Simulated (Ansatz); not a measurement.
Basis or method: atomization of HOSi

HOSi, doublet; coordinates (Å): Si 0.000 0.031 0.632; O 0.000 -0.099 -1.013; H 0.000 0.706 -1.540. Quantity: atomization.

Ansatz 0.2.0, basis 6-31G or cc-pVDZ or cc-pVTZ; geometries are PBE0/def2-TZVP minima. Wave-function levels freeze the cores; HF, MP2 and coupled cluster are restricted for singlets and unrestricted otherwise, atoms included (their steps beyond CCSDT(Q) come from restricted open-shell runs), Kohn–Sham unrestricted where that lies lower. The reference is CCSDT(Q) or CCSDTQ or full CI (coupled cluster only where its series has nearly closed). Semilocal and hybrid functionals correlate all electrons outside any core potential and usually lie nearer their basis limit than the reference, so part of their error here is the reference's basis and frozen-core error; RPA and the MP2 part of double hybrids freeze the same cores as the reference. None of these values is a measured one. Energies are electronic, without zero-point terms. No spin–orbit coupling and no scalar relativity. The species are chosen: bound, without strong static correlation by their natural occupations or amplitudes, in their lowest spin state as far as vertical gaps and like structures tell, and with a ladder that closes on the reference, so errors are smaller than for species at large; levels whose determinant breaks symmetry or spin markedly are left out.

```json
{"level": "reference", "6-31G (kJ/mol)": "689.8 (full CI)", "cc-pVDZ (kJ/mol)": "813.4 (CCSDTQ)", "cc-pVTZ (kJ/mol)": "905.9 (CCSDT(Q))"}
{"level": "CCSD(T)", "6-31G (kJ/mol)": "687.9", "cc-pVDZ (kJ/mol)": "811.6", "cc-pVTZ (kJ/mol)": "905.6"}
{"level": "PBE", "6-31G (kJ/mol)": "830.4", "cc-pVDZ (kJ/mol)": "921.0", "cc-pVTZ (kJ/mol)": "960.6"}
{"level": "r2SCAN", "6-31G (kJ/mol)": "803.8", "cc-pVDZ (kJ/mol)": "895.0", "cc-pVTZ (kJ/mol)": "938.1"}
{"level": "PBE0", "6-31G (kJ/mol)": "780.7", "cc-pVDZ (kJ/mol)": "877.6", "cc-pVTZ (kJ/mol)": "921.9"}
{"level": "B3LYP", "6-31G (kJ/mol)": "795.5", "cc-pVDZ (kJ/mol)": "889.7", "cc-pVTZ (kJ/mol)": "933.6"}
{"level": "wB97M-V", "6-31G (kJ/mol)": "808.4", "cc-pVDZ (kJ/mol)": "911.1", "cc-pVTZ (kJ/mol)": "946.2"}
{"level": "RPA-PBE", "6-31G (kJ/mol)": "628.6", "cc-pVDZ (kJ/mol)": "771.3", "cc-pVTZ (kJ/mol)": "859.4"}
```

From 6-31G to cc-pVTZ the reference moves by 216.1 kJ/mol and PBE by 130.2; the step from CCSD(T) to the reference is 2.0 in the first and 0.4 in the last.
